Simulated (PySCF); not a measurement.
isobutane (C4H10), SMILES CC(C)C.

The structure is a stationary point at B3LYP-D3(BJ)/def2-SVP.

Two levels are set side by side: PBE/def2-TZVP (PySCF) and ωB97X/def2-TZVP (PySCF). Same geometry, gas phase. Differences are taken from unrounded values.

| quantity | PBE |
|---|---|
| orbital gap (eV) | 7.91 |
| highest occupied level (eV) | -7.57 |
| lowest empty level (eV) | 0.34 |
| dipole moment (D) | 0.14 |
| mean polarisability (bohr³) | 53.5 |

Task: These are the PBE values. What does ωB97X give? (Estimate from the structure and the level; the computed values follow.)

Result: 
| quantity | ωB97X | PBE minus ωB97X |
|---|---|---|
| orbital gap (eV) | 14.48 | -6.57 |
| highest occupied level (eV) | -11.43 | 3.85 |
| lowest empty level (eV) | 3.06 | -2.72 |
| dipole moment (D) | 0.14 | 0.00 |
| mean polarisability (bohr³) | 51.4 | 2.1 |

PBE's occupied levels lie high since its potential decays too fast outside the molecule; exact exchange lowers them and widens the gap. Loosely held outer electrons make PBE densities more polarisable. Differences between two approximate levels are no errors against the true value.

Rough cost on one machine, each run with all the roots and properties that it gave: ωB97X against PBE within a factor of 2.
